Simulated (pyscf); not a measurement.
This saddle point was located with ωB97X-D3(BJ)/def2-SVP in PySCF.

```xyz
7

O     -0.1184    -0.2332     1.0058
In    -0.2986    -0.1086    -1.2589
O      1.1600     0.9501    -0.6559
O     -1.7221    -1.0893    -2.1792
H     -0.6674     0.2727     1.6180
H      0.6608     0.4432     0.5456
H     -2.1335    -1.7501    -1.6069
```
Charge 0, spin multiplicity 1.

Surface: singlet, charge 0. Lowest wavenumbers (cm⁻¹): 774i, 131, 135, 171, 341.

What reaction is this the transition state of?

HO–In(OH)–OH <-> water (H₂O) + O=In–OH, an elimination read from left to right: In–O, H–O broken and H–O formed. At CCSD(T)/def2-TZVPP + ΔMP2(QZVPP) it lies +1.77 eV from the left side and -0.51 eV from the right (each side as separated species at their lowest minima found). On the product side the descent ends in an adduct with a In–O contact, 0.74 eV under the separated species and 0.07 eV under the saddle at ωB97X-D3(BJ)/def2-TZVP. At CCSD(T) the saddle lies under the separated products, which points to a path from their complex (located at ωB97X-D3(BJ) alone), and parting the products costs more than the saddle. What is counted as broken (In–O) persists as a longer contact in the product adduct; parting that adduct is a step of its own. This is the saddle that the search found; another between the same sides may lie lower. The CCSD(T) − MP2 part came from Ansatz, without density fitting, on the same reference. The frozen core leaves the outer d or s,p core shells of the metals and heavy elements correlated in the MP2 and CC values, and def2-TZVPP describes them poorly, which can shift differences by a few kcal/mol. Elements past Kr carry the def2 core potentials, without spin-orbit coupling.
